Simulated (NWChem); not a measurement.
All runs are NWChem calculations. System: Si (+1), charge 1, spin multiplicity 2. Its SCF solution wasn't tested for a lower state. Level: URI-MP2/cc-pVTZ, 5 core orbitals frozen.

Output (cleaned and shortened):

```
             Northwest Computational Chemistry Package (NWChem) 7.3.0
             --------------------------------------------------------

                                NWChem Input Module
                                -------------------

 Scaling coordinates for geometry "geometry" by  1.889725989
 (inverse scale =  0.529177249)

                             Geometry "geometry" -> ""
                             -------------------------

 Output coordinates in angstroms (scale by  1.889725989 to convert to a.u.)

  No.       Tag          Charge          X              Y              Z
 ---- ---------------- ---------- -------------- -------------- --------------
    1 Si                  14.0000     0.00000000     0.00000000     0.00000000

 Effective nuclear repulsion energy (a.u.)       0.0000000000

            Nuclear Dipole moment (a.u.)
            ----------------------------
        X                 Y               Z
 ---------------- ---------------- ----------------
     0.0000000000     0.0000000000     0.0000000000

      Symmetry information
      --------------------

 Group name             D2h
 Group number             26
 Group order               8
 No. of unique centers     1

      Symmetry unique atoms

     1


 Summary of "ao basis" -> "" (spherical)
 ------------------------------------------------------------------------------
       Tag                 Description            Shells   Functions and Types
 ---------------- ------------------------------  ------  ---------------------
 *                          cc-pvtz                   on all atoms

 Summary of "ri-mp2 basis" -> "" (spherical)
 ------------------------------------------------------------------------------
       Tag                 Description            Shells   Functions and Types
 ---------------- ------------------------------  ------  ---------------------
 *                         cc-pvtz-ri                 on all atoms

 Summary of "ao basis" -> "ao basis" (spherical)
 ------------------------------------------------------------------------------
       Tag                 Description            Shells   Functions and Types
 ---------------- ------------------------------  ------  ---------------------
 Si                         cc-pvtz                 12       34   5s4p2d1f

                                 NWChem SCF Module
                                 -----------------

  ao basis        = "ao basis"
  functions       =    34
  atoms           =     1
  alpha electrons =     7
  beta  electrons =     6
  charge          =   1.00
  wavefunction    = UHF
  use symmetry    = T
  symmetry adapt  = T

 Summary of "ao basis" -> "ao basis" (spherical)
 ------------------------------------------------------------------------------
       Tag                 Description            Shells   Functions and Types
 ---------------- ------------------------------  ------  ---------------------
 Si                         cc-pvtz                 12       34   5s4p2d1f

      Symmetry analysis of basis
      --------------------------

        ag          9
        au          1
        b1g         2
        b1u         6
        b2g         2
        b2u         6
        b3g         2
        b3u         6

 Forming initial guess at       0.0s

   Symmetry analysis of molecular orbitals - initial alpha
   -------------------------------------------------------

  Numbering of irreducible representations:

     1 ag          2 au          3 b1g         4 b1u         5 b2g
     6 b2u         7 b3g         8 b3u

  Orbital symmetries:

     1 ag          2 ag          3 b2u         4 b3u         5 b1u
     6 ag          7 b1u         8 b3u         9 b2u        10 b2g
    11 b3g        12 ag         13 ag         14 b1g        15 ag
    16 b1u        17 b3u

   Symmetry analysis of molecular orbitals - initial beta
   ------------------------------------------------------

  Numbering of irreducible representations:

     1 ag          2 au          3 b1g         4 b1u         5 b2g
     6 b2u         7 b3g         8 b3u

  Orbital symmetries:

     1 ag          2 ag          3 b3u         4 b2u         5 b1u
     6 ag          7 b3u         8 b2u         9 b1u        10 ag
[...]
 Vector    8  Occ=0.000000D+00  E=-2.516213D-01  Symmetry=b2u
              MO Center= -9.4D-37,  5.6D-22,  4.2D-35, r^2= 2.7D+00
   Bfn.  Coefficient  Atom+Function         Bfn.  Coefficient  Atom+Function
  ----- ------------  ---------------      ----- ------------  ---------------
    16      0.581073  1 Si py                10      0.496675  1 Si py

 Vector    9  Occ=0.000000D+00  E=-1.994940D-01  Symmetry=b1u
              MO Center=  8.7D-34, -8.7D-34,  7.5D-21, r^2= 2.9D+00
   Bfn.  Coefficient  Atom+Function         Bfn.  Coefficient  Atom+Function
  ----- ------------  ---------------      ----- ------------  ---------------
    17      0.644693  1 Si pz                11      0.427398  1 Si pz

 center of mass
 --------------
 x =   0.00000000 y =   0.00000000 z =   0.00000000

 moments of inertia (a.u.)
 ------------------
           0.000000000000           0.000000000000           0.000000000000
           0.000000000000           0.000000000000           0.000000000000
           0.000000000000           0.000000000000           0.000000000000

  Mulliken analysis of the total density
  --------------------------------------

    Atom       Charge   Shell Charges
 -----------   ------   -------------------------------------------------------
    1 Si  14    13.00   2.00  1.94  1.36  0.22  0.48  5.49  0.66  0.54  0.30  0.00  0.00  0.00

  Mulliken analysis of the alpha density
  --------------------------------------

    Atom       Charge   Shell Charges
 -----------   ------   -------------------------------------------------------
    1 Si  14     7.00   1.00  0.97  0.69  0.11  0.23  2.75  0.66  0.29  0.30  0.00  0.00  0.00

   Mulliken analysis of the beta density
   -------------------------------------

    Atom       Charge   Shell Charges
 -----------   ------   -------------------------------------------------------
    1 Si  14     6.00   1.00  0.97  0.67  0.12  0.25  2.75  0.00  0.25  0.00  0.00  0.00  0.00

   Mulliken analysis of the spin density
   -------------------------------------

    Atom       Charge   Shell Charges
 -----------   ------   -------------------------------------------------------
    1 Si  14     1.00   0.00  0.00  0.02 -0.01 -0.02  0.00  0.66  0.03  0.30  0.00  0.00  0.00

       Multipole analysis of the density wrt the origin
       ------------------------------------------------

     L   x y z        total         alpha         beta         nuclear
     -   - - -        -----         -----         ----         -------
     0   0 0 0      1.000000     -7.000000     -6.000000     14.000000

     1   1 0 0     -0.000000      0.000000     -0.000000      0.000000
     1   0 1 0      0.000000      0.000000      0.000000      0.000000
     1   0 0 1     -0.000000      0.000000     -0.000000      0.000000

     2   2 0 0     -5.762192     -3.479270     -2.282922      0.000000
     2   1 1 0     -0.000000     -0.000000     -0.000000      0.000000
     2   1 0 1      0.000000      0.000000     -0.000000      0.000000
     2   0 2 0     -5.762192     -3.479270     -2.282922      0.000000
     2   0 1 1     -0.000000     -0.000000      0.000000      0.000000
     2   0 0 2     -8.731509     -6.735577     -1.995932      0.000000

                               NWChem RI-MP2 Module
                               --------------------

 Summary of "ri-mp2 basis" -> "ri-mp2 basis" (spherical)
 ------------------------------------------------------------------------------
       Tag                 Description            Shells   Functions and Types
 ---------------- ------------------------------  ------  ---------------------
 Si                        cc-pvtz-ri               32      122   10s8p7d5f2g

 SCF Reference Information:
            File: './mol.movecs'
           Title: ''
    Size (AOxMO):     34 x (     34,     34)
       Total Occ:                 7.00,   6.00
 RI-MP2 Calculation Information:
          Nr. of AO basis functions:         34
     Nr. of fitting basis functions:        122
               Nr. of MO spin cases:          2
        Nr. of MOs to be correlated:         29         29
     Nr. of occupied MOs correlated:          2          1
      Nr. of virtual MOs correlated:         27         28

          RI integral approximation: 'V'
    Threshold for Schwarz screening:  1.000E-09
 Smallest eigenvalue retained in fit  1.000E-08
    Type of storage for MO integrals 'EAF library'

 Transformation block size    2, requiring     1 integral passes.
 XForm_3cInts: Completed     1:    2 pass.
 Transformation block size    1, requiring     1 integral passes.
 XForm_3cInts: Completed     1:    1 pass.
 Energy evaluation using block sizes     2    2
 RIMP2_V_E2: Approx. ints. done (    1:    2,    1:    2)
 RIMP2_V_E2: Copy to B done (    1:    2,    1:    2)
 RIMP2_V_E2: Denominators done (    1:    2,    1:    2)
 RIMP2_V_E2: Completed block (    1:    2,    1:    2)
 RIMP2_V_E2: Approx. ints. done (    1:    2,    1:    1)
 RIMP2_V_E2: Copy to B done (    1:    2,    1:    1)
 RIMP2_V_E2: Denominators done (    1:    2,    1:    1)
 RIMP2_V_E2: Completed block (    1:    2,    1:    1)
 RIMP2_V_E2: Approx. ints. done (    1:    1,    1:    1)
 RIMP2_V_E2: Copy to B done (    1:    1,    1:    1)
 RIMP2_V_E2: Denominators done (    1:    1,    1:    1)
 RIMP2_V_E2: Completed block (    1:    1,    1:    1)

          -------------------------------------------
          SCF energy                -288.575634427887
          Correlation energy          -0.041330875470
          Total MP2 energy          -288.616965303357
          -------------------------------------------

 -----------------------
 Performance information
 -----------------------

 Timer overhead =  9.51D-08 seconds/call

               Nr. of calls         CPU time (s)                 Wall time (s)                GFlops
             ---------------    -------------------     ------------------------------   -------------------
Name         Min   Avg   Max    Min     Avg     Max     Min     Avg     Max   Mx/calls   Min     Max     Sum
Overall       1     1     1   0.29    0.29    0.29     0.29    0.29    0.29    0.29      0.0     0.0     0.0
3c integr     2     2     2   5.16E-2 5.16E-2 5.16E-2  5.16E-2 5.16E-2 5.16E-2 2.58E-2   0.0     0.0     0.0
Energy        1     1     1   8.73E-4 8.73E-4 8.73E-4  8.73E-4 8.73E-4 8.73E-4 8.73E-4   0.0     0.0     0.0
3c integr     2     2     2   5.09E-2 5.09E-2 5.09E-2  5.09E-2 5.09E-2 5.09E-2 2.55E-2   0.0     0.0     0.0
First 2/3     6     6     6   1.90E-4 1.90E-4 1.90E-4  1.90E-4 1.90E-4 1.90E-4 3.16E-5   0.0     0.0     0.0
Final 1/3     2     2     2   1.98E-4 1.98E-4 1.98E-4  1.98E-4 1.98E-4 1.98E-4 9.92E-5   0.0     0.0     0.0
Write 3c      2     2     2   1.27E-4 1.27E-4 1.27E-4  1.27E-4 1.27E-4 1.27E-4 6.36E-5   0.0     0.0     0.0
Read 3c i     3     3     3   3.75E-5 3.75E-5 3.75E-5  3.75E-5 3.75E-5 3.75E-5 1.25E-5   0.0     0.0     0.0
Fitting b     1     1     1   4.93E-3 4.93E-3 4.93E-3  4.93E-3 4.93E-3 4.93E-3 4.93E-3   0.0     0.0     0.0
Schwarz i     1     1     1   5.60E-3 5.60E-3 5.60E-3  5.60E-3 5.60E-3 5.60E-3 5.60E-3   0.0     0.0     0.0
Form 4ci      3     3     3   6.44E-5 6.44E-5 6.44E-5  6.44E-5 6.44E-5 6.44E-5 2.15E-5   0.0     0.0     0.0
Form A &      3     3     3   4.11E-4 4.11E-4 4.11E-4  4.11E-4 4.11E-4 4.11E-4 1.37E-4   0.0     0.0     0.0
Denominat     3     3     3   5.88E-6 5.88E-6 5.88E-6  5.89E-6 5.89E-6 5.89E-6 1.96E-6   0.0     0.0     0.0
Pair Ener     3     3     3   2.42E-5 2.42E-5 2.42E-5  2.42E-5 2.42E-5 2.42E-5 8.06E-6   0.0     0.0     0.0

 The average no. of pstat calls per process was 3.30D+01
 with a timing overhead of 3.14D-06s

 Task  times  cpu:        0.3s     wall:        0.3s

 Total times  cpu:        0.3s     wall:        0.3s
```

Question: Write an NWChem input that would produce this output.

Answer: One answer among several that fit: 
```
start mol
memory heap 200 mb stack 900 mb global 1100 mb
charge 1
geometry units angstroms nocenter noautoz
  Si     0.000000     0.000000     0.000000
  symmetry group D2h
end
basis spherical
  * library cc-pvtz
end
basis "ri-mp2 basis" spherical
  * library cc-pvtz-ri
end
scf
  uhf
  nopen 1
  maxiter 100
  thresh 1e-7
  semidirect memsize 60000000 filesize 0
  # guess.movecs holds the orbitals of an unrestricted PBE0 run
  vectors input guess.movecs output mol.movecs
end
mp2
  freeze core 5
end
task rimp2 energy
```
